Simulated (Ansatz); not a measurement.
## H3NOS: structure from calculated spectroscopic constants

These gas-phase data were calculated for one isomer of H3NOS at PBE0-D3(BJ)/def2-SVP (harmonic, unscaled wavenumbers; equilibrium rotational constants with average atomic masses):

| Item | Value |
| --- | --- |
| rotational constants | 42.05, 5.807, 5.44 GHz |
| all wavenumbers above 1500 cm⁻¹ | 3847, 3561, 2675 |

Candidates:

(1) `N[SH]=O`, a singlet
(2) `ONS`, a singlet

Problem. Assign the data to one candidate and say why.

Solution. Candidate (2). 1 mode lies between 3250 and 3800 cm⁻¹, one for each N–H bond, while (1) has 2.

The same quantities for all candidates:

|  | rotational constants (GHz) | wavenumbers above 1500 cm⁻¹ | E above the lowest, PBE0-D3(BJ)/def2-SVP (kcal/mol) |
| --- | --- | --- | --- |
| (1) | 29.21, 8.245, 6.952 | 3622, 3514, 2385, 1596 | 0.0 |
| (2) | 42.05, 5.807, 5.44 | 3847, 3561, 2675 | 8.3 |

Harmonic stretches to hydrogen usually lie a few per cent above observed fundamentals. Each candidate is one conformer. Programs: Ansatz 0.2.0.
